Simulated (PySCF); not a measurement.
A made-up structure of CH₂BN, singlet:

```
atom    x (Å)    y (Å)    z (Å)
  B1  -0.8686   1.2369  -0.3560
  C2  -0.4670  -0.2620  -0.1344
  N3   0.3972   0.2849   0.1104
  H4  -0.3986  -1.2533  -0.0513
  H5   1.3370  -0.0065   0.4312
```

It is relaxed with PBE-D4/def2-SVP and then PBE0-D4/def2-TZVP (PySCF 2.14 with density fitting (its default auxiliary sets; JK sets also for MP2 and CCSD(T))). Atoms count as bonded within 1.22 times the sum of their covalent radii (H–H: 0.88 Å). The end point is not checked to be a true minimum.

(1) Does its bonding change? (Judge from chemistry; the calculation decides.)

Results:

(1) The calculation gives: No: no bond forms or breaks.

Where it ends: The first stage lowers the energy by 3.54 eV in 10 steps. It ends as CH₂BN ([B]1[CH][NH]1):
B1  (-0.852, 1.141, -0.347)
C2  (-0.495, -0.418, -0.135)
N3  (0.424, 0.423, 0.107)
H4  (-0.464, -1.501, -0.057)
H5  (1.389, 0.351, 0.421)
(Å)

Labels in which every atom is bracketed show which atoms are joined, not bond orders.

For scale, one of the runs: PBE0-D4/def2-TZVP relaxation, 105 basis functions, launched by `OMP_NUM_THREADS=2 python run.py`. The run took 19 s on 2 CPU threads of an Arm Neoverse V1 (shared host), with 0.99 GiB of host memory at its peak.
